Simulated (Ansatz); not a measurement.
Appearance energy of a fragment ion: SiH3(SH) → [SiH3]+ + HS + e⁻

Species: SiH3(SH) (sulfanylsilane), singlet; [SiH3]+ `[SiH3+]`, singlet; HS, doublet. 

Shapes, held fixed at every level: PBE0-D4/def2-TZVP. Programs: Ansatz 0.2.0. Electronic energies: no zero-point or thermal term.

Q: Estimate ΔE of this reaction.

A: The highest level, CCSD(T)/CBS estimate, gives ΔE = +12.06 eV; the levels span +10.32 to +12.06. The column of differences is taken from that level and isn't an error. No measured value is set beside it here. Open shells run unrestricted unless RO is named. The CBS estimate extrapolates MP2 from def2-TZVPP and def2-QZVPP and adds CCSD(T) − MP2 in the triple-zeta set, cores frozen. The onset seen in experiment also holds zero-point changes and kinetic shifts.

```csv
level,kind,ΔE (eV),less CCSD(T)/CBS estimate
HF/def2-SVP,Hartree–Fock,+10.32,-1.74
B3LYP-D4/def2-TZVPP,global hybrid,+11.95,-0.11
wB97M-V/def2-TZVPP,range-separated hybrid,+11.96,-0.10
B2PLYP/def2-TZVPP,double hybrid,+11.81,-0.25
MP2/def2-SVP,perturbation theory,+11.51,-0.55
MP2/def2-TZVPP,perturbation theory,+11.92,-0.14
CCSD(T)/CBS estimate,coupled cluster or CI,+12.06,0.00
```
